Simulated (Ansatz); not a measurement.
# LA phonon frequency at L of zinc-blende HgSe at several levels of theory

No measured value is used here.

| level (code) | value (cm⁻¹) | cell (Å³/atom) |
|---|---|---|
| LDA (Ansatz) | 88 | 27.86 |
| PBE (Ansatz) | 82 | 30.66 |
| PBEsol (Ansatz) | 86 | 28.83 |

Density-functional levels without +SOC have no spin–orbit coupling. LDA, PBE, PBEsol: the solid has no gap at this level, which affects its response. Each level is taken at its own relaxed cell. Ansatz's density-functional and Hartree–Fock values are scalar-relativistic unless marked +SOC, with PAW data made under PBE.

Ansatz is an electronic-structure program.
